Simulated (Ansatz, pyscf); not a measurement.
`[FH]` + `[CH2]=[SiH2]` → `[CH3][F]` + `[SiH2]` [singlet], a concerted two-bond exchange on the singlet surface: F–H, C–Si broken, C–F, C–H formed. Structures and frequencies: ωB97X-D3(BJ)/def2-SVP in PySCF. Wave-function energies: Ansatz (a quantum-chemistry and plane-wave program), frozen core, RHF or UHF references. In kcal/mol, from the separated reactants.

```
level                     barrier  reaction energy
---------------------  ----------  ---------------
PBE/def2-TZVP               37.88           +24.28
PBE0-D3(BJ)/def2-TZVP       46.95           +23.82
CCSD(T)/cc-pV(D+d)Z         56.94           +20.12
CCSDT(Q)/cc-pV(D+d)Z   (withheld)       (withheld)
CCSD(T)/cc-pV(T+d)Z         56.57           +23.95
CCSD(T)/cc-pV(Q+d)Z    (withheld)           +26.05
```

**Question.** Fill in the missing entries.

**Answer.** 
- CCSDT(Q)/cc-pV(D+d)Z, barrier: 56.12
- CCSDT(Q)/cc-pV(D+d)Z, reaction energy: +20.44
- CCSD(T)/cc-pV(Q+d)Z, barrier: 56.22

In cc-pV(D+d)Z, going from CCSD(T) to CCSDT(Q) shifts the barrier by -0.82 and the reaction energy by +0.32 kcal/mol. With HF in the quadruple-zeta basis and the correlation energy extrapolated as X⁻³ from X = 3, 4, CCSD(T) gives 55.70 and +26.85; adding the double-zeta shift gives ΔE‡ = 54.88 and ΔE = +27.17 kcal/mol, without core correlation, relativity or geometry relaxation at these levels. On the reactant side the descent ends in a complex, 6.62 kcal/mol under the separated species and 60.62 kcal/mol under the saddle at ωB97X-D3(BJ)/def2-TZVP. At ωB97X-D3(BJ)/def2-TZVP the barrier from the zero used here is 54.00 kcal/mol. This is the saddle that the search found; another between the same sides may lie lower.
